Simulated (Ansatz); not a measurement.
A relaxed structure of Nb. Space group Im-3m (No. 229), bcc (W type). These are r2SCAN (plane waves to 500 eV, PAW, scalar-relativistic; Ansatz, a program for electronic structure) values and carry that method's errors.

```xyz
1
Lattice="-1.6513 1.6513 1.6513 1.6513 -1.6513 1.6513 1.6513 1.6513 -1.6513" Properties=species:S:1:pos:R:3 pbc="T T T"
Nb     0.0000     0.0000     0.0000
```

For Nb, the volume per atom comes out as 18.01 Å³, the band gap comes out as no gap (metallic) and the shortest distances is Nb–Nb 2.86 Å. The k-mesh comes out as 20×20×20.

Band energies at high-symmetry points (eV from the Fermi level; labels of this space group; no spin-orbit coupling), from −5 eV up to 3.3 eV:

```tsv
point	energies
Γ	0.43 0.43 0.43
H	-3.90 -3.90
N	-3.91 -1.72 2.25
P	-1.20 -1.20 -1.20
```

No spin polarisation in the result.

Measured for Nb: a 3.294 Å (static lattice; corrected from measurement; as listed in Daniel Mejia-Rodriguez, S. B. Trickey, Phys. Rev. B (2018)). Computed minus measured — a: r2SCAN +0.3 %. The computed values are for a static lattice.

The run could not lose the symmetry of its start.
